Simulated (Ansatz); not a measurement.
# Co (Co, hcp): the cost of one run

Program: Ansatz 0.2.0. Level of theory: DFT r²SCAN, plane waves with PAW, scalar-relativistic. These are calculated values, not measurements.

## 1. The system as given

Symmetry: P6_3/mmc, No. 194, hexagonal system. The conventional cell has a = 2.472 Å, b = 2.472 Å, c = 4.027 Å, α = 90.00°, β = 90.00°, γ = 120.00°. Around Co (site symmetry -6m2) lie 12 Co at 2.47 Å.

As a file:

```
CELL_PARAMETERS angstrom
2.47152 0.00000 0.00000
-1.23576 2.14040 0.00000
0.00000 0.00000 4.02711
ATOMIC_POSITIONS crystal
Co 0.33333 0.66667 0.25000
Co 0.66667 0.33333 0.75000
```

Starting moments (μB): +1.89 ×2.

## 2. k-mesh 2×2×1

The run at 2×2×1.

input.yaml reads:

```yaml
crystal:
  lattice:
    - [2.471523226, 0.0, 0.0]
    - [-1.235761613, 2.1404018997, 0.0]
    - [0.0, 0.0, 4.0271144694]
  atoms:
    - { symbol: Co, position: [0.3333333333, 0.6666666667, 0.25], spin: 1.891 }
    - { symbol: Co, position: [0.6666666667, 0.3333333333, 0.75], spin: 1.891 }
hamiltonian:
  xc: r2scan
  pseudopotentials:
    kind: paw
    azcp:
      Co: "pseudopotentials/Co.paw.azcp"
basis:
  ecutwfc: 500
  fft_grid_basis: typed
kpoints:
  mp_grid: { grid: [2, 2, 1], shift: [0, 0, 0] }
magnetization:
  spin_polarized: true
scf:
  occupations: { method: fermi_dirac, width: 0.05 }
  lower_state_search: "off"
output:
  stress: true
```

The run is started by

```console
> ansatz run input.yaml --threads 1 --pin off --max-ram 3584MiB --backend cpu --events-out ev --progress --plain --runs-dir out
```

**Question.** How long does this run take on 1 thread of Intel Xeon Platinum 8259CL at 2.50GHz (Skylake/Cascade Lake), shared host, and how much memory does it need?

About 5.2 s, with a peak of 0.42 GiB.
